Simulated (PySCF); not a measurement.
C5H4Cl (charge -1).
Bonds: Cl1–C2, C2–C3 (aromatic), C3–C4 (aromatic), C4–C5 (aromatic), C5–C6 (aromatic), C2–C6 (aromatic). Hydrogens: H7 on C3; H8 on C4; H9 on C5; H10 on C6.

Method used: PBE0-D3(BJ)/def2-SVP geometry optimisation, gas phase (PySCF 2.14.0).

Question: What internal coordinates does the optimisation give?

Answer: 
| bond | length (Å) | order |
| --- | --- | --- |
| Cl1–C2 | 1.762 | single |
| C2–C3, C2–C6 | 1.405 | aromatic |
| C3–C4, C5–C6 | 1.414 | aromatic |
| C4–C5 | 1.410 | aromatic |
| C3–H7, C6–H10 | 1.092 | single |
| C4–H8, C5–H9 | 1.094 | single |

Bonds in one row agree within 0.01 Å and their mean is given. Orders are formal, as drawn. A selection of angles:
| angle | degrees |
| --- | --- |
| Cl1–C2–C3 | 124.8 |
| C3–C2–C6 | 110.4 |
| C2–C3–C4 | 106.3 |
| C2–C3–H7 | 126.0 |
| C4–C3–H7 | 127.8 |
| C3–C4–C5 | 108.6 |
| C3–C4–H8 | 125.4 |
| C5–C4–H8 | 126.0 |
| C4–C5–C6 | 108.4 |

C2 (aromatic C–Cl carbon) is planar (angles 124.8°, 124.8° and 110.4°, sum 360.0°, 0.00 Å off the plane of its three neighbours). The 6 heavy atoms lie in one plane (0.000 Å rms). C4 (aromatic CH carbon) is planar (angles 126.0°, 125.4° and 108.6°, sum 360.0°, 0.00 Å off the plane of its three neighbours). C3 (aromatic CH carbon) is planar (angles 127.8°, 126.0° and 106.3°, sum 360.0°, 0.00 Å off the plane of its three neighbours). The 5-membered ring C2–C3–C4–C5–C6 has internal angles of 106.3° to 110.4° (sum 540°, against 540° for a flat polygon); it is planar, 0.00 Å rms from its mean plane, widest ring torsion 0°.

Point group: C2v (tolerance 0.08 Å). No PBE0-D3(BJ)/def2-SVP frequencies stand behind this structure, so it isn't proved a minimum. The geometry's basis has no diffuse functions, a weakness for an anion.
